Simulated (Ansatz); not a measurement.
Ansatz (an electronic-structure program) input:

Ansatz 0.2 input:
```yaml
crystal:
  periodic: [false, false, false]
  atoms:
    - {symbol: N, position_ang: [0.00141361, 0.00211011, 0.46082975]}
    - {symbol: C, position_ang: [0.00248732, 1.38009786, 0.01886259]}
    - {symbol: C, position_ang: [1.19125027, -0.69302466, 0.01897517]}
    - {symbol: C, position_ang: [-1.19835571, -0.68581815, 0.03536810]}
    - {symbol: H, position_ang: [-0.00448480, 1.47600855, -1.07934611]}
    - {symbol: H, position_ang: [0.89074227, 1.87836842, 0.40467028]}
    - {symbol: H, position_ang: [-0.87792948, 1.88318038, 0.41632709]}
    - {symbol: H, position_ang: [1.26927451, -0.75036811, -1.07904402]}
    - {symbol: H, position_ang: [1.18273525, -1.70560601, 0.41959280]}
    - {symbol: H, position_ang: [2.06995246, -0.17595265, 0.40230960]}
    - {symbol: H, position_ang: [-1.29432600, -0.73789078, -1.06157387]}
    - {symbol: H, position_ang: [-2.06851296, -0.16677732, 0.43519684]}
    - {symbol: H, position_ang: [-1.18737538, -1.70057690, 0.43074152]}
basis:
  gaussian:
    orbitals: def2-TZVP
hamiltonian:
  xc: b3lyp
  dispersion: d3bj
relax: {f_tol: 0.002, max_steps: 150}
```

### Question
Which total energy does the run end on?

### Answer
-174.55799 Eh (B3LYP-D3(BJ)/def2-TZVP). The basis has 178 functions. The run takes very roughly 40 core-seconds.
